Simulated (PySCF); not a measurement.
**BClO (boron chloride oxide): BCCD(T)/STO-3G**

What is the energy change on altering one bond length of BClO (boron chloride oxide) at BCCD(T)/STO-3G? Input form: a Python script.

Program for the calculation: PySCF 2.14.0.

14 further runs of the same task are left out: 4 that didn't finish, 10 set aside as unsound or not needed.

### Step 1. The molecule

BClO: 3 atoms, total charge 0, spin state singlet. SMILES: `O=BCl`. The shape is that of a GFN2-xTB optimisation.

Bond lengths: O1–B2 1.193 Å, B2–Cl3 1.639 Å. Angles: O1–B2–Cl3 179.9°.

### Step 2. A single-point energy at BCCD(T)/STO-3G

File geometry.xyz:

```xyz
3

O      1.019560     0.606200     0.626990
B      0.113080     0.066620     0.069470
Cl    -1.132640    -0.672810    -0.696460
```

File run.py:

```python
# boron chloride oxide
from pyscf import gto, scf, cc
from pyscf.cc.bccd import bccd_kernel_

mol = gto.Mole()
mol.atom = 'geometry.xyz'
mol.verbose = 3
mol.max_memory = 1860
mol.basis = 'sto-3g'
mol.build()

myscf = scf.RHF(mol)
myscf.conv_tol = 1e-10
myscf.kernel()
if not myscf.converged:
    myscf = myscf.newton().run(myscf.mo_coeff, myscf.mo_occ)

mycc = cc.CCSD(myscf, frozen=7).run()
mycc = bccd_kernel_(mycc, diis=True)
e_t = mycc.ccsd_t()
e_tot = mycc.e_tot + e_t
print(f'total energy: {e_tot:.8f} hartree')
```

Command:

```console
$ OMP_NUM_THREADS=1 python run.py
```

The log of the run:

```text
converged SCF energy = -552.862726915859
E(CCSD) = -552.9950625838383  E_corr = -0.1323356679792577
BCCD loop starts.

******** <class 'pyscf.cc.ccsd.CCSD'> ********
CC2 = 0
CCSD nocc = 8, nmo = 12
frozen orbitals 7
max_cycle = 50
direct = 0
conv_tol = 1e-07
conv_tol_normt = 1e-05
diis_space = 6
diis_start_cycle = 0
diis_start_energy_diff = 1e+09
Init E_corr(CCSD) = -0.126348395925231
cycle = 1  E_corr(CCSD) = -0.151259095842622  dE = -0.0249106999  norm(t1,t2) = 0.0999489
cycle = 2  E_corr(CCSD) = -0.140305519893259  dE = 0.0109535759  norm(t1,t2) = 0.0214563
cycle = 3  E_corr(CCSD) = -0.142807512576147  dE = -0.00250199268  norm(t1,t2) = 0.0105268
cycle = 4  E_corr(CCSD) = -0.142756868839455  dE = 5.06437367e-05  norm(t1,t2) = 0.00190461
cycle = 5  E_corr(CCSD) = -0.14271449225374  dE = 4.23765857e-05  norm(t1,t2) = 0.000333022
cycle = 6  E_corr(CCSD) = -0.142686634617912  dE = 2.78576358e-05  norm(t1,t2) = 0.000158933
cycle = 7  E_corr(CCSD) = -0.142681196708224  dE = 5.43790969e-06  norm(t1,t2) = 3.8137e-05
cycle = 8  E_corr(CCSD) = -0.142680214082773  dE = 9.82625451e-07  norm(t1,t2) = 8.99654e-06
cycle = 9  E_corr(CCSD) = -0.14268044320811  dE = -2.29125337e-07  norm(t1,t2) = 2.47367e-06
cycle = 10  E_corr(CCSD) = -0.14268054037593  dE = -9.71678203e-08  norm(t1,t2) = 9.93009e-07
CCSD converged
E(CCSD) = -552.9923054102439  E_corr = -0.1426805403759304
BCC iter:    0  E:    -552.992305410244  dE:    2.757e-03  |t1|:    2.304e-02

******** <class 'pyscf.cc.ccsd.CCSD'> ********
CC2 = 0
CCSD nocc = 8, nmo = 12
frozen orbitals 7
max_cycle = 50
direct = 0
conv_tol = 1e-07
conv_tol_normt = 1e-05
diis_space = 6
diis_start_cycle = 0
diis_start_energy_diff = 1e+09
Init E_corr(CCSD) = -0.139608353338964
cycle = 1  E_corr(CCSD) = -0.135524661194241  dE = 0.00408369214  norm(t1,t2) = 0.0257135
cycle = 2  E_corr(CCSD) = -0.138064306289336  dE = -0.0025396451  norm(t1,t2) = 0.00502856
cycle = 3  E_corr(CCSD) = -0.137523024704628  dE = 0.000541281585  norm(t1,t2) = 0.00237433
cycle = 4  E_corr(CCSD) = -0.137529434145581  dE = -6.40944095e-06  norm(t1,t2) = 0.000317472
cycle = 5  E_corr(CCSD) = -0.137539062964081  dE = -9.6288185e-06  norm(t1,t2) = 7.72785e-05
cycle = 6  E_corr(CCSD) = -0.137546210553532  dE = -7.14758945e-06  norm(t1,t2) = 3.03615e-05
cycle = 7  E_corr(CCSD) = -0.137547281853757  dE = -1.07130022e-06  norm(t1,t2) = 6.2367e-06
cycle = 8  E_corr(CCSD) = -0.137547577700269  dE = -2.95846511e-07  norm(t1,t2) = 1.38327e-06
cycle = 9  E_corr(CCSD) = -0.137547574285395  dE = 3.41487386e-09  norm(t1,t2) = 5.0291e-07
CCSD converged
E(CCSD) = -552.993016586866  E_corr = -0.1375475742853947
BCC iter:    1  E:    -552.993016586866  dE:   -7.112e-04  |t1|:    8.336e-04

******** <class 'pyscf.cc.ccsd.CCSD'> ********
CC2 = 0
CCSD nocc = 8, nmo = 12
frozen orbitals 7
max_cycle = 50
direct = 0
conv_tol = 1e-07
conv_tol_normt = 1e-05
diis_space = 6
diis_start_cycle = 0
diis_start_energy_diff = 1e+09
Init E_corr(CCSD) = -0.137599216973153
cycle = 1  E_corr(CCSD) = -0.13773739788543  dE = -0.000138180912  norm(t1,t2) = 0.000890786
cycle = 2  E_corr(CCSD) = -0.137655630403363  dE = 8.17674821e-05  norm(t1,t2) = 0.00017641
cycle = 3  E_corr(CCSD) = -0.137674430024297  dE = -1.87996209e-05  norm(t1,t2) = 8.73183e-05
cycle = 4  E_corr(CCSD) = -0.137674592881591  dE = -1.62857294e-07  norm(t1,t2) = 1.52025e-05
cycle = 5  E_corr(CCSD) = -0.137674361684661  dE = 2.31196929e-07  norm(t1,t2) = 2.70461e-06
cycle = 6  E_corr(CCSD) = -0.137674116947933  dE = 2.44736728e-07  norm(t1,t2) = 1.21824e-06
cycle = 7  E_corr(CCSD) = -0.137674060959054  dE = 5.59888793e-08  norm(t1,t2) = 2.80479e-07
CCSD converged
E(CCSD) = -552.9929936642014  E_corr = -0.1376740609590537
BCC iter:    2  E:    -552.992993664201  dE:    2.292e-05  |t1|:    3.277e-05

******** <class 'pyscf.cc.ccsd.CCSD'> ********
CC2 = 0
CCSD nocc = 8, nmo = 12
frozen orbitals 7
max_cycle = 50
direct = 0
conv_tol = 1e-07
conv_tol_normt = 1e-05
diis_space = 6
diis_start_cycle = 0
diis_start_energy_diff = 1e+09
Init E_corr(CCSD) = -0.137674555282611
cycle = 1  E_corr(CCSD) = -0.137675450068927  dE = -8.94786316e-07  norm(t1,t2) = 2.83861e-05
cycle = 2  E_corr(CCSD) = -0.137675160055349  dE = 2.90013579e-07  norm(t1,t2) = 4.691e-06
cycle = 3  E_corr(CCSD) = -0.137675038189356  dE = 1.21865993e-07  norm(t1,t2) = 1.94638e-06
cycle = 4  E_corr(CCSD) = -0.137675051605986  dE = -1.34166304e-08  norm(t1,t2) = 4.70945e-07
CCSD converged
E(CCSD) = -552.9929935526573  E_corr = -0.1376750516059863
BCC iter:    3  E:    -552.992993552657  dE:    1.115e-07  |t1|:    2.139e-07
CCSD(T) correction = -0.00973669467430327
total energy: -553.00273025 hartree
```

It took 1.2 s on 1 thread of Arm Neoverse V1, shared host; peak memory 0.099 GiB.

### Step 3. The distorted shape, same level

File input.py:

```python
from pyscf import gto, scf, cc
from pyscf.cc.bccd import bccd_kernel_

mol = gto.M(
    atom=[
    ('O', (1.268705, 0.754087, 0.780177)),
    ('B', (0.362225, 0.214507, 0.222657)),
    ('Cl', (-1.132640, -0.672810, -0.696460)),
],
    basis='sto-3g',
    max_memory=1860,
    verbose=3,
    charge=0,
)

calc0 = scf.RHF(mol)
calc0.conv_tol = 1e-10
calc0.kernel()
if not calc0.converged:
    calc0 = calc0.newton().run(calc0.mo_coeff, calc0.mo_occ)

mycc = cc.CCSD(calc0, frozen=7).run()
mycc = bccd_kernel_(mycc, diis=True)
e_t = mycc.ccsd_t()
e_final = mycc.e_tot + e_t
print(f'total energy: {e_final:.8f} hartree')
```

Command:

```console
$ OMP_NUM_THREADS=1 python input.py
```

The log of the run:

```text
converged SCF energy = -552.842376771419
E(CCSD) = -552.9844658928107  E_corr = -0.1420891213913663
BCCD loop starts.

******** <class 'pyscf.cc.ccsd.CCSD'> ********
CC2 = 0
CCSD nocc = 8, nmo = 12
frozen orbitals 7
max_cycle = 50
direct = 0
conv_tol = 1e-07
conv_tol_normt = 1e-05
diis_space = 6
diis_start_cycle = 0
diis_start_energy_diff = 1e+09
Init E_corr(CCSD) = -0.134966685781583
cycle = 1  E_corr(CCSD) = -0.163722202552673  dE = -0.0287555168  norm(t1,t2) = 0.107752
cycle = 2  E_corr(CCSD) = -0.151332433011428  dE = 0.0123897695  norm(t1,t2) = 0.0239061
cycle = 3  E_corr(CCSD) = -0.154246441761586  dE = -0.00291400875  norm(t1,t2) = 0.0121881
cycle = 4  E_corr(CCSD) = -0.154184258767627  dE = 6.2182994e-05  norm(t1,t2) = 0.00216304
cycle = 5  E_corr(CCSD) = -0.154123418812344  dE = 6.08399553e-05  norm(t1,t2) = 0.00054292
cycle = 6  E_corr(CCSD) = -0.15407877894437  dE = 4.4639868e-05  norm(t1,t2) = 0.00018777
cycle = 7  E_corr(CCSD) = -0.154066774006219  dE = 1.20049382e-05  norm(t1,t2) = 5.07158e-05
cycle = 8  E_corr(CCSD) = -0.15406420360032  dE = 2.5704059e-06  norm(t1,t2) = 1.44525e-05
cycle = 9  E_corr(CCSD) = -0.154063922826893  dE = 2.80773427e-07  norm(t1,t2) = 5.64925e-06
cycle = 10  E_corr(CCSD) = -0.154064007669051  dE = -8.48421576e-08  norm(t1,t2) = 2.4981e-06
CCSD converged
E(CCSD) = -552.9812963868516  E_corr = -0.1540640076690508
BCC iter:    0  E:    -552.981296386852  dE:    3.170e-03  |t1|:    2.542e-02

******** <class 'pyscf.cc.ccsd.CCSD'> ********
CC2 = 0
CCSD nocc = 8, nmo = 12
frozen orbitals 7
max_cycle = 50
direct = 0
conv_tol = 1e-07
conv_tol_normt = 1e-05
diis_space = 6
diis_start_cycle = 0
diis_start_energy_diff = 1e+09
Init E_corr(CCSD) = -0.150411364241213
cycle = 1  E_corr(CCSD) = -0.1456268831281  dE = 0.00478448111  norm(t1,t2) = 0.0284239
cycle = 2  E_corr(CCSD) = -0.148594551515113  dE = -0.00296766839  norm(t1,t2) = 0.00570393
cycle = 3  E_corr(CCSD) = -0.147947713522156  dE = 0.000646837993  norm(t1,t2) = 0.00278593
cycle = 4  E_corr(CCSD) = -0.147958632976537  dE = -1.09194544e-05  norm(t1,t2) = 0.000367098
cycle = 5  E_corr(CCSD) = -0.147971740034817  dE = -1.31070583e-05  norm(t1,t2) = 0.000136861
cycle = 6  E_corr(CCSD) = -0.147983352706673  dE = -1.16126719e-05  norm(t1,t2) = 4.50806e-05
cycle = 7  E_corr(CCSD) = -0.147984654039089  dE = -1.30133242e-06  norm(t1,t2) = 8.75142e-06
cycle = 8  E_corr(CCSD) = -0.147985181336284  dE = -5.27297195e-07  norm(t1,t2) = 2.06942e-06
cycle = 9  E_corr(CCSD) = -0.147985189325969  dE = -7.98968564e-09  norm(t1,t2) = 6.59064e-07
CCSD converged
E(CCSD) = -552.9821346502104  E_corr = -0.1479851893259695
BCC iter:    1  E:    -552.982134650210  dE:   -8.383e-04  |t1|:    9.199e-04

******** <class 'pyscf.cc.ccsd.CCSD'> ********
CC2 = 0
CCSD nocc = 8, nmo = 12
frozen orbitals 7
max_cycle = 50
direct = 0
conv_tol = 1e-07
conv_tol_normt = 1e-05
diis_space = 6
diis_start_cycle = 0
diis_start_energy_diff = 1e+09
Init E_corr(CCSD) = -0.148045824955283
cycle = 1  E_corr(CCSD) = -0.14820960846529  dE = -0.00016378351  norm(t1,t2) = 0.0009938
cycle = 2  E_corr(CCSD) = -0.14811122575193  dE = 9.83827134e-05  norm(t1,t2) = 0.00020777
cycle = 3  E_corr(CCSD) = -0.148134603802383  dE = -2.33780505e-05  norm(t1,t2) = 0.000105747
cycle = 4  E_corr(CCSD) = -0.148134929578613  dE = -3.25776229e-07  norm(t1,t2) = 1.82422e-05
cycle = 5  E_corr(CCSD) = -0.148134664841909  dE = 2.64736703e-07  norm(t1,t2) = 4.80564e-06
cycle = 6  E_corr(CCSD) = -0.148134388088138  dE = 2.76753772e-07  norm(t1,t2) = 1.54763e-06
cycle = 7  E_corr(CCSD) = -0.148134307900904  dE = 8.01872338e-08  norm(t1,t2) = 3.91139e-07
CCSD converged
E(CCSD) = -552.9821071982919  E_corr = -0.148134307900904
BCC iter:    2  E:    -552.982107198292  dE:    2.745e-05  |t1|:    4.976e-05

******** <class 'pyscf.cc.ccsd.CCSD'> ********
CC2 = 0
CCSD nocc = 8, nmo = 12
frozen orbitals 7
max_cycle = 50
direct = 0
conv_tol = 1e-07
conv_tol_normt = 1e-05
diis_space = 6
diis_start_cycle = 0
diis_start_energy_diff = 1e+09
Init E_corr(CCSD) = -0.148134705748742
cycle = 1  E_corr(CCSD) = -0.148135289277372  dE = -5.8352863e-07  norm(t1,t2) = 4.16601e-05
cycle = 2  E_corr(CCSD) = -0.148135575917497  dE = -2.86640125e-07  norm(t1,t2) = 8.04084e-06
cycle = 3  E_corr(CCSD) = -0.148135145611063  dE = 4.30306434e-07  norm(t1,t2) = 3.79449e-06
cycle = 4  E_corr(CCSD) = -0.14813520247393  dE = -5.68628676e-08  norm(t1,t2) = 1.14553e-06
CCSD converged
E(CCSD) = -552.9821072152308  E_corr = -0.1481352024739305
BCC iter:    3  E:    -552.982107215231  dE:   -1.694e-08  |t1|:    5.148e-07
CCSD(T) correction = -0.0103275582930176
total energy: -552.99243477 hartree
```

Run time: 1.3 s. Hardware: 1 thread of Arm Neoverse V1, shared host; peak memory 0.098 GiB.

### Step 4. What came out

Level: BCCD(T)/STO-3G, 7 core orbitals frozen.

| quantity | value |
| --- | --- |
| first shape: total energy | -553.00273 Eh |
| first shape: correlation energy (7 core orbitals frozen) | -140.0 mEh |
| first shape: (T) correction | -9.74 mEh |
| distorted shape: total energy | -552.99243 Eh |
| distorted shape: correlation energy (7 core orbitals frozen) | -150.1 mEh |
| distorted shape: (T) correction | -10.33 mEh |
| energy change with the B2–Cl3 bond stretched from 1.639 to 1.966 Å | 0.280 eV |

**Reading.** With the B2–Cl3 bond stretched from 1.639 to 1.966 Å the energy rises by 0.28 eV (27.0 kJ/mol). The first shape isn't relaxed at this level, so the change isn't measured from a minimum. The minimal basis adds a large error of its own. The triples (first shape) make up 7.0 % of the correlation energy. The triples (distorted shape) make up 6.9 % of the correlation energy.
